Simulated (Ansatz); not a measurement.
Cost and result for the atomization energy of `NBN` (8 atoms, 7 bonds).

The species carries charge 0 and has multiplicity 1. Geometry: relaxed with PBE0-D4/def2-TZVP. It is one conformer, not always the lowest. Program: Ansatz. All runs use 2 threads of a server CPU on a shared host. Times are those of one run each, without the atoms' runs, and a repeat can differ threefold. Electronic energies, without spin–orbit coupling; frozen cores. CCSD(T)/CBS adds CCSD(T) − MP2 in def2-TZVPP to the MP2 limit, and its time is that of the two runs behind it. T1 = 0.011. B3LYP takes the VWN-RPA correlation (the form of Gaussian; ORCA's B3LYP/G).

CCSD(T)/CBS is a level of theory with its own doubt, some kJ/mol a heavy atom from the limit and from the frozen cores, so smaller differences don't rank the functionals.

```
                             level  functions  wall time
            LDA (SPW92)/def2-TZVPP        163      1.3 s
                  CCSD(T)/def2-SVP         67      1.9 s
   PBE-D4/def2-TZVPP (with forces)        163      2.3 s
               BHLYP-D4/def2-TZVPP        163      2.6 s
           CAM-B3LYP-D4/def2-TZVPP        163      2.7 s
 B3LYP-D4/def2-TZVPP (with forces)        163        3 s
r2SCAN-D4/def2-TZVPP (with forces)        163      3.8 s
                 B2PLYP/def2-TZVPP        163      3.8 s
               PBE-QIDH/def2-TZVPP        163      4.3 s
  ωB97M-V/def2-TZVPP (with forces)        163        8 s
                    MP2/def2-QZVPP        321       16 s
                CCSD(T)/def2-TZVPP        163       27 s
                 CCSD(T)/CBS(def2)          –       43 s
```

**Question.** What atomization energy does each give, and how far from CCSD(T)/CBS? (Best estimate.)

**Answer.** The calculation gave: 
```json
{"level": "LDA (SPW92)/def2-TZVPP", "atomization (kcal/mol)": "808.0", "difference from CCSD(T)/CBS": "102.2", "per bond": "14.6"}
{"level": "CCSD(T)/def2-SVP", "atomization (kcal/mol)": "661.6", "difference from CCSD(T)/CBS": "-44.2", "per bond": "-6.3"}
{"level": "PBE-D4/def2-TZVPP (with forces)", "atomization (kcal/mol)": "723.5", "difference from CCSD(T)/CBS": "17.7", "per bond": "2.5"}
{"level": "BHLYP-D4/def2-TZVPP", "atomization (kcal/mol)": "693.1", "difference from CCSD(T)/CBS": "-12.7", "per bond": "-1.8"}
{"level": "CAM-B3LYP-D4/def2-TZVPP", "atomization (kcal/mol)": "718.1", "difference from CCSD(T)/CBS": "12.3", "per bond": "1.8"}
{"level": "B3LYP-D4/def2-TZVPP (with forces)", "atomization (kcal/mol)": "715.4", "difference from CCSD(T)/CBS": "9.6", "per bond": "1.4"}
{"level": "r2SCAN-D4/def2-TZVPP (with forces)", "atomization (kcal/mol)": "706.0", "difference from CCSD(T)/CBS": "0.2", "per bond": "0.0"}
{"level": "B2PLYP/def2-TZVPP", "atomization (kcal/mol)": "705.1", "difference from CCSD(T)/CBS": "-0.7", "per bond": "-0.1"}
{"level": "PBE-QIDH/def2-TZVPP", "atomization (kcal/mol)": "699.6", "difference from CCSD(T)/CBS": "-6.2", "per bond": "-0.9"}
{"level": "ωB97M-V/def2-TZVPP (with forces)", "atomization (kcal/mol)": "713.4", "difference from CCSD(T)/CBS": "7.6", "per bond": "1.1"}
{"level": "MP2/def2-QZVPP", "atomization (kcal/mol)": "705.8", "difference from CCSD(T)/CBS": "0.0", "per bond": "0.0"}
{"level": "CCSD(T)/def2-TZVPP", "atomization (kcal/mol)": "684.9", "difference from CCSD(T)/CBS": "-20.9", "per bond": "-3.0"}
{"level": "CCSD(T)/CBS(def2)", "atomization (kcal/mol)": "705.8", "difference from CCSD(T)/CBS": "0.0", "per bond": "0.0"}
```

At CCSD(T), def2-SVP lies −44.2 kcal/mol from the extrapolated value and def2-TZVPP −20.9 kcal/mol: correlation converges slowly with the basis, and small sets miss more of it in the bonded molecule than in its fragments. From PBE to PBE0 (25 % exact exchange), in def2-TZVPP and without D4, the atomization energy moves by −14.2 kcal/mol: exact exchange takes away binding that semilocal exchange gives to molecules. In def2-TZVPP, CCSD(T) changes the Hartree–Fock value by +181.0 kcal/mol (the triples alone add +9.2 kcal/mol) and MP2 by +189.4 kcal/mol; breaking electron pairs costs correlation energy, which Hartree–Fock lacks.
